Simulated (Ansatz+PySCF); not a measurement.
Results of a calculation; reference values are marked as such.
A run of PySCF 2.14.0 on doublet C₃(+) at this shape:

```xyz
3

C     0.0000    0.0000    0.0000
C     0.8500    0.0000    1.2842
C    -0.8500    0.0000    1.2842
```

Its results:

```json
{
 "Converged": "yes",
 "Reference energy": "-111.45816 hartree",
 "CCSD correlation energy": "-0.28385 hartree",
 "Triples correction": "-0.02623 hartree",
 "Total energy": "-111.76824 hartree",
 "Spin squared of the determinant": "0.996"
}
```

Problem. Which input gives this output? Name the method, the orbitals and the basis set, and write the input.

Solution. UHF-CCSD(T) in STO-3G.

```python
from pyscf import gto, scf, cc

mol = gto.M(atom="""
C 0.000000 0.000000 0.000000
C 0.849980 0.000000 1.284180
C -0.849980 0.000000 1.284180
""", basis='sto-3g', charge=1, spin=1)
mf = scf.UHF(mol)
mf.kernel()
mycc = cc.CCSD(mf, frozen=3).run()
et = mycc.ccsd_t()
print(mf.e_tot, mycc.e_corr, et, mycc.e_tot + et)
```

The reference isn't the lowest determinant (another lies 2.15 eV lower), but the same method gives a higher total on the lower determinant. Caution: large share of triples, a single reference is doubtful; the unrestricted determinant is spin contaminated.
